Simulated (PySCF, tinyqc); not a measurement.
Inside a calculation. Method: CIS on RHF in the sto-3g basis, frozen core, for BH, spin multiplicity 1. The lowest restricted solution is unstable here: a spin-polarised one lies 0.0133 hartree lower (PySCF). One step of it, computed by the program tinyqc.

Question. CIS matrix, singlets. A(ia,jb) = (e_a - e_i) d_ij d_ab + 2 (ia|jb) - (ij|ab).

orbital energies (hartree): MO1 -7.334704, MO2 -0.610542, MO3 -0.244199, MO4 0.269904, MO5 0.269904, MO6 0.822354

Two-electron integrals over orbitals (pq|rs), unique and non-zero (hartree); the lowest 1 orbital is frozen and left out:
```
(22|22) 0.613134    (32|22) -0.074483   (32|32) 0.054124    (33|22) 0.413277
(33|32) 0.046387    (33|33) 0.583863    (42|42) 0.058255    (43|42) 0.042028
(43|43) 0.065981    (44|22) 0.466295    (44|32) 0.036539    (44|33) 0.512594
(44|44) 0.586773    (52|52) 0.058255    (53|52) 0.042028    (53|53) 0.065981
(54|54) 0.031630    (55|22) 0.466295    (55|32) 0.036539    (55|33) 0.512594
(55|44) 0.523513    (55|55) 0.586773    (62|22) 0.015228    (62|32) -0.050802
(62|33) -0.040614   (62|44) -0.088403   (62|55) -0.088403   (62|62) 0.122727
(63|22) -0.057375   (63|32) 0.045379    (63|33) 0.077959    (63|44) 0.032342
(63|55) 0.032342    (63|62) -0.049756   (63|63) 0.067809    (64|42) -0.037897
(64|43) -0.016600   (64|64) 0.034351    (65|52) -0.037897   (65|53) -0.016600
(65|65) 0.034351    (66|22) 0.598643    (66|32) -0.061421   (66|33) 0.459190
(66|44) 0.484263    (66|55) 0.484263    (66|62) 0.023982    (66|63) -0.041938
(66|66) 0.627723
```

Give: CIS matrix A, singlet.

Answer.

CIS matrix A, singlet (hartree), lower triangle:
```
        2>4     2>5      2>6     3>4     3>5     3>6
2>4  0.5307
2>5  0.0000  0.5307
2>6  0.0000  0.0000   1.0797
3>4  0.0475  0.0000   0.0000  0.1335
3>5  0.0000  0.0475   0.0000  0.0000  0.1335
3>6  0.0000  0.0000  -0.0381  0.0000  0.0000  0.7430
```
